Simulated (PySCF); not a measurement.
## Nuclear quadrupole coupling in BCl2H

BCl₂H.
Geometry (PBE0-D3(BJ)/def2-SVP, Å), atoms numbered from 1 in this order:
```xyz
4
BCl2H angstrom
B     -0.0682   -0.1122    0.0017
Cl     1.6700   -0.1583    0.0147
Cl    -0.9115    1.4086   -0.0205
H     -0.6903   -1.1381    0.0041
```

Field gradients from the PBE0/pcSseg-1 density (PySCF, non-relativistic), principal values in atomic units, ordered |Vxx| ≤ |Vyy| ≤ |Vzz|:

```json
{"atom": "B1", "Vxx": "-0.0720", "Vyy": "-0.3194", "Vzz": "0.3914"}
{"atom": "Cl2", "Vxx": "-0.2571", "Vyy": "-1.8385", "Vzz": "2.0956"}
{"atom": "Cl3", "Vxx": "-0.2583", "Vyy": "-1.8385", "Vzz": "2.0968"}
```

**Question.** Find the asymmetry η = (Vxx − Vyy)/Vzz and the couplings χ = eQV/h (234.96 MHz × Q in barn × V in au), with Q(11B) = 0.04059 b, Q(35Cl) = −0.0817 b.

**Answer.** 
| atom | environment | nucleus | η | χzz (MHz) | χxx (MHz) | χyy (MHz) |
| --- | --- | --- | --- | --- | --- | --- |
| B1 | boron bonded to 2 Cl and H | 11B | 0.63 | 3.733 | -0.686 | -3.046 |
| Cl2 | chlorine bonded to B | 35Cl | 0.75 | -40.23 | 4.94 | 35.29 |
| Cl3 | chlorine bonded to B | 35Cl | 0.75 | -40.25 | 4.96 | 35.29 |

The tensor is traceless: Vxx + Vyy + Vzz = 0.

**Question.** What is Vzz at B1 in SI units (1 au = 9.71736 × 10²¹ V/m²)?

**Answer.** 0.3914 au = 3.803 × 10²¹ V/m².

**Question.** What couplings would deuterons (Q(2H) = 0.00286 b) have in place of the hydrogens, at this geometry?

**Answer.** 
```json
{"atom": "H4", "bonded to": "B1", "bond length (Å)": "1.200", "Vzz (au)": "0.2039", "η": "0.03", "χzz (kHz)": "137"}
```

Geometry: PBE0-D3(BJ)/def2-SVP; no solvent, vibrations or thermal averaging. With so small a basis the couplings can be 20 % off.
